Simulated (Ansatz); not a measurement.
Basis-set extrapolation for `[AlH2][NH][SiH3]` (PBE0-D4/def2-TZVP geometry, frozen core, Ansatz 0.2.0). Multiplicity 1, RHF reference.

```json
{"": "HF", "def2-TZVPP": "-588.886487", "def2-QZVPP": "-588.906259"}
{"": "MP2 correlation", "def2-TZVPP": "-0.425611", "def2-QZVPP": "-0.456041"}
{"": "CCSD(T) correlation", "def2-TZVPP": "-0.483550", "def2-QZVPP": "not run"}
```

Energies in hartree. Use E(X) = E(∞) + A·exp(−7.88·√X) for Hartree–Fock and E(X) = E(∞) + B·X^(−2.97) for correlation, with X = 3 and 4, and add CCSD(T) minus MP2 of the smaller set to the MP2 limit.

Problem. What is the CCSD(T) energy at the basis-set limit?

Solution. HF limit: -588.906259 + (-0.019772) × 0.13774 = -588.90898. MP2 limit: -0.456041 + (-0.030430) × 0.74074 = -0.47858. Higher-order term: -0.483550 − (-0.425611) = -0.05794. Total: -589.44550 hartree, 2.05 eV below CCSD(T)/def2-TZVPP.
